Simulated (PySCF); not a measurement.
**Boron: a sound run and one with changed settings**

Sound run: B [He] 2s2 2p1, B⁺ [He] 2s2. Computed with PySCF 2.14 in x2c-TZVPall (5s3p2d1f, 31 functions), with scalar relativity by spin-free X2C-1e. The sound run starts from symmetry-adapted Hartree-Fock orbitals and uses a fine grid where one is needed.

Changed run: initial guess 1e, at most 3 SCF cycles. This setting is unsound on purpose.

| species | method | sound run (hartree) | changed run (hartree) | converged |
| --- | --- | --- | --- | --- |
| B | UHF | -24.53906 | -24.53897 | no |
| B | M06-2X | -24.65687 | -24.65677 | no |
| B | PBE | -24.61708 | -24.61704 | no |
| B⁺ | UHF | -24.24366 | -24.24366 | no |
| B⁺ | M06-2X | -24.35197 | -24.35197 | no |
| B⁺ | PBE | -24.29858 | -24.29858 | no |

The SCF was stopped early; the energies are upper bounds that still move, and correlated levels were skipped or rest on poor orbitals.
